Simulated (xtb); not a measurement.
xtb input (GFN2-xTB):

```bash
xtb mol.xyz --gfn 2 --ohess tight --chrg -1 --uhf 0
```
mol.xyz:
```
7

C     -1.07350461    -0.08661057    -0.01083985
O     -0.86945351    -1.23035132     0.02751236
O     -0.08869170     0.93742311    -0.00388637
H     -2.03770229     0.35770683    -0.00107020
C      1.26007968     0.37704616     0.02951185
H      1.38720460    -0.17036048     0.89259440
H      1.38425956    -0.17501693    -0.85412408
```

End of the output:

```
       1    247.25    -0.52179 ( 99.83%)    -0.58274 (  0.17%)    -0.52190
       2    294.87    -0.43108 ( 99.92%)    -0.53061 (  0.08%)    -0.43116
   ------------------------------------------------------------------------

   temp. (K)  partition function   enthalpy   heat capacity  entropy
                                   cal/mol     cal/K/mol   cal/K/mol   J/K/mol
 298.15  VIB   2.39                  976.262      7.965      5.007
         ROT  0.307E+05              888.752      2.981     23.515
         INT  0.735E+05             1865.014     10.946     28.522
         TR   0.439E+27             1481.254      4.968     38.130
         TOT                        3346.2682    15.9145    66.6525   278.8742

       T/K    H(0)-H(T)+PV         H(T)/Eh          T*S/Eh         G(T)/Eh
   ------------------------------------------------------------------------
    298.15    0.533262E-02    0.494667E-01    0.316688E-01    0.177979E-01
   ------------------------------------------------------------------------

         :::::::::::::::::::::::::::::::::::::::::::::::::::::
         ::                  THERMODYNAMIC                  ::
         :::::::::::::::::::::::::::::::::::::::::::::::::::::
         :: total free energy         -14.052161093774 Eh   ::
         ::.................................................::
         :: total energy              -14.069958978440 Eh   ::
         :: zero point energy           0.044134034071 Eh   ::
         :: G(RRHO) w/o ZPVE           -0.026336149406 Eh   ::
         :: G(RRHO) contrib.            0.017797884665 Eh   ::
         :::::::::::::::::::::::::::::::::::::::::::::::::::::

optimized geometry written to: xtbopt.xyz

           -------------------------------------------------
          | TOTAL ENERGY              -14.069958978440 Eh   |
          | TOTAL ENTHALPY            -14.020492326492 Eh   |
          | TOTAL FREE ENERGY         -14.052161093774 Eh   |
          | GRADIENT NORM               0.000636089967 Eh/α |
          | HOMO-LUMO GAP               2.370181964745 eV   |
           -------------------------------------------------

------------------------------------------------------------------------
------------------------------------------------------------------------
 total:
 SCF:
Note: The following floating-point exceptions are signalling: IEEE_UNDERFLOW_FLAG IEEE_DENORMAL
normal termination of xtb
 ANC optimizer:
 analytical hessian:
```

It need not be the lowest isomer of its formula. Whether it binds its extra electron was not tested at this geometry.
